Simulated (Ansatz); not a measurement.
The input, for Ansatz 0.2.0:

```yaml
crystal:
  periodic: [false, false, false]
  atoms:
    - {symbol: Al, position_ang: [0.000000, -0.100225, 0.690538]}
    - {symbol: C, position_ang: [0.000000, 0.082589, -1.266301]}
    - {symbol: H, position_ang: [0.000000, 1.250798, 1.564976]}
    - {symbol: H, position_ang: [0.000000, -0.865219, -1.806220]}
    - {symbol: H, position_ang: [0.880712, 0.656598, -1.577205]}
    - {symbol: H, position_ang: [-0.880712, 0.656598, -1.577205]}
basis:
  gaussian: {orbitals: STO-3G}
total_charge: 1
magnetization: {spin_polarized: true, initial_magnetization: 2}
correlation: {method: ccsdtq, electrons: valence}
output: {forces: true}
```

```sh
$ ansatz run in.yaml --threads 1 --pin off --events-out ev --progress --plain --max-ram 2393MiB
```

The program prints:

```
306 factors; integrals over basis functions are off by at most 2.6e-8 eV
mean field evaluation 1: about -7574.8597 eV, gradient 1.2e1 eV
mean field evaluation 2: about -7574.8954 eV, gradient 1.2e1 eV
mean field evaluation 4: about -7576.4097 eV, gradient 1.7e0 eV
mean field evaluation 8: about -7576.4878 eV, gradient 2.0e-2 eV
mean field evaluation 16: about -7576.3820 eV, gradient 1.7e0 eV
mean field -7576.48732344 eV, -278.4307736087 hartree, gradient 2.3e-6 eV, S^2 2.060633; 0 other end points of the search recorded, 0 dependent functions left out
6 core orbitals not correlated: weight in the atoms' cores, before any rotation towards them, 0.999 or more for the frozen orbitals, at most 0.000 for the correlated occupied ones
reference -7576.48732344 eV, -278.4307736087 hartree; 6, 4 occupied and 6, 8 virtual orbitals, 306 factors
second order -1.80587111 eV of doubles, -0.00000000 eV of singles
cycle   1  -2.32212190 eV  change   -5.2e-1 eV  update   6.8e-2
cycle   2  -2.70985471 eV  change   -3.9e-1 eV  update   3.5e-2
cycle   3  -2.73669547 eV  change   -2.7e-2 eV  update   1.0e-2
cycle   4  -2.74130397 eV  change   -4.6e-3 eV  update   4.1e-3
cycle   5  -2.74206128 eV  change   -7.6e-4 eV  update   2.0e-3
cycle   6  -2.74176081 eV  change    3.0e-4 eV  update   1.1e-3
cycle   7  -2.74164935 eV  change    1.1e-4 eV  update   5.9e-4
cycle   8  -2.74165080 eV  change   -1.4e-6 eV  update   3.8e-4
cycle   9  -2.74157337 eV  change    7.7e-5 eV  update   1.6e-4
cycle  10  -2.74153518 eV  change    3.8e-5 eV  update   5.1e-5
cycle  11  -2.74152609 eV  change    9.1e-6 eV  update   2.4e-5
cycle  12  -2.74152439 eV  change    1.7e-6 eV  update   1.2e-5
cycle  13  -2.74152743 eV  change   -3.0e-6 eV  update   5.8e-6
cycle  14  -2.74152794 eV  change   -5.1e-7 eV  update   2.7e-6
cycle  15  -2.74152772 eV  change    2.1e-7 eV  update   9.5e-7
the calculation of the forces begins
Total energy: -7579.22885116 eV, -278.5315228943 hartree
Atom 0 at     0.000000    -0.100225     0.690538 Å, force     0.000000    -2.700099     2.190298 eV/Å
Atom 1 at     0.000000     0.082589    -1.266301 Å, force    -0.000000     1.935613    -2.884749 eV/Å
Atom 2 at     0.000000     1.250798     1.564976 Å, force     0.000000     1.354053    -0.354952 eV/Å
Atom 3 at     0.000000    -0.865219    -1.806220 Å, force    -0.000000    -1.430970     0.477217 eV/Å
Atom 4 at     0.880712     0.656598    -1.577205 Å, force     0.867524     0.420702     0.286093 eV/Å
Atom 5 at    -0.880712     0.656598    -1.577205 Å, force    -0.867524     0.420702     0.286093 eV/Å
Dipole moment:    -0.000000     0.000353     0.323143 e Å
```

Forces (eV/Å):
```
Al   0.000 -2.700  2.190
C    0.000  1.936 -2.885
H    0.000  1.354 -0.355
H    0.000 -1.431  0.477
H    0.868  0.421  0.286
H   -0.868  0.421  0.286
```

Ran on 1 thread of Arm Neoverse V2, shared host: 85 s wall, 1 GiB peak host memory.
